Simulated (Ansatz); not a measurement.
Born–Oppenheimer molecular dynamics of BFH2O (5 atoms, charge 0, multiplicity 1). It starts from a relaxed structure.

All numbers below come from RHF/def2-TZVP in Ansatz 0.2.0.

```json
{
  "ensemble": "NVT, Nosé–Hoover chain",
  "time step": "0.25 fs",
  "steps asked": "300",
  "set temperature": "500 K",
  "thermostat": "time constant 20 fs, chain length 5",
  "seed": "592598"
}
```

First frame:

```xyz
5
Properties=species:S:1:pos:R:3
B 0.003 -0.079 -0.037
H -0.035 -0.108 1.152
F 1.132 0.214 -0.631
O -1.059 -0.333 -0.810
H -1.850 -0.540 -0.345
```

Q: What does the run give?

A: The run went to its last step.

```json
{
 "steps done": "300",
 "time covered": "75 fs",
 "mean temperature over the second half": "487 K",
 "spread of the potential energy over the second half": "19.7 meV per atom",
 "mean potential energy of the second half above the start": "47.1 meV per atom"
}
```

The conserved energy stayed within 0.035 meV per atom of its start (net change 0.031 meV per atom), so the integration is sound. A run of 0.075 ps of so small a system gives no equilibrium averages.

Q: What happens to the structure?

A: The same pairs are bonded in the first frame and the last. Pairs count as bonded within 1.25 times the sum of covalent radii (0.12 Å more for H–H). This is one draw of velocities; another would differ in detail.

Q: How do temperature and energy run in time?

A: 
```
time (fs)  T (K)  potential energy less start (eV)  conserved less start (meV/atom)
      0.0    500                             0.000                             0.00
      6.2    226                             0.108                             0.02
     12.5    161                             0.140                             0.01
     18.8    139                             0.166                             0.02
     25.0    473                             0.081                             0.01
     31.2    778                             0.056                             0.02
     37.5    451                             0.216                             0.02
     43.8     85                             0.365                             0.02
     50.0    366                             0.268                             0.03
     56.2    818                             0.130                             0.01
     62.5    991                             0.076                             0.02
     68.8    454                             0.251                             0.02
     75.0    146                             0.358                             0.03
```

The run took 3.2 min on 2 threads of Arm Neoverse N1 (shared host), peak memory 0.14 GiB.
